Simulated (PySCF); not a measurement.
## Nitrogen: a sound run and one with changed settings

Sound run: N [He] 2s2 2p3, N⁺ [He] 2s2 2p2. Calculation: PySCF 2.14, in cc-pVTZ-DK (4s3p2d1f, 30 functions); the spin-free X2C one-electron Hamiltonian (Gaussian nucleus). In the sound run the correlated levels freeze 1s2. The sound run starts from symmetry-adapted Hartree-Fock orbitals and uses a fine grid where one is needed.

A second run was set up differently.

```json
{"species": "N", "method": "UHF", "sound run (hartree)": "-54.42989", "changed run (hartree)": "-54.42989", "converged": "yes"}
{"species": "N", "method": "TPSS", "sound run (hartree)": "-54.64046", "changed run (hartree)": "-54.64046", "converged": "yes"}
{"species": "N", "method": "M06-2X", "sound run (hartree)": "-54.61728", "changed run (hartree)": "-54.61728", "converged": "yes"}
{"species": "N", "method": "MP2", "sound run (hartree)": "-54.52586", "changed run (hartree)": "-54.47990", "converged": "yes"}
{"species": "N", "method": "CCSD(T)", "sound run (hartree)": "-54.54395", "changed run (hartree)": "-54.54395", "converged": "yes"}
{"species": "N⁺", "method": "UHF", "sound run (hartree)": "-53.91964", "changed run (hartree)": "-53.91964", "converged": "yes"}
{"species": "N⁺", "method": "TPSS", "sound run (hartree)": "-54.10227", "changed run (hartree)": "-54.10227", "converged": "yes"}
{"species": "N⁺", "method": "M06-2X", "sound run (hartree)": "-54.08248", "changed run (hartree)": "-54.08248", "converged": "yes"}
{"species": "N⁺", "method": "MP2", "sound run (hartree)": "-53.99117", "changed run (hartree)": "-53.95686", "converged": "yes"}
{"species": "N⁺", "method": "CCSD(T)", "sound run (hartree)": "-54.01378", "changed run (hartree)": "-54.01378", "converged": "yes"}
```

Ionisation energy of N:

```
 method  sound run (eV)  changed run (eV)
    UHF          13.884            13.884
   TPSS          14.645            14.645
 M06-2X          14.553            14.553
    MP2          14.550            14.233
SCS-MP2          14.295            14.102
   CCSD          14.408            14.408
CCSD(T)          14.427            14.427
```

(1) What was changed?
A. a valence shell is frozen
B. level shift left on
C. minimal basis
D. radial grid too coarse

## Answers

(1) B. It used initial guess minao, at most 50 SCF cycles, level shift 2.0 hartree. A level shift leaves the converged SCF energy unchanged but raises the virtual orbital energies, which shrinks MP2 if it is not removed.
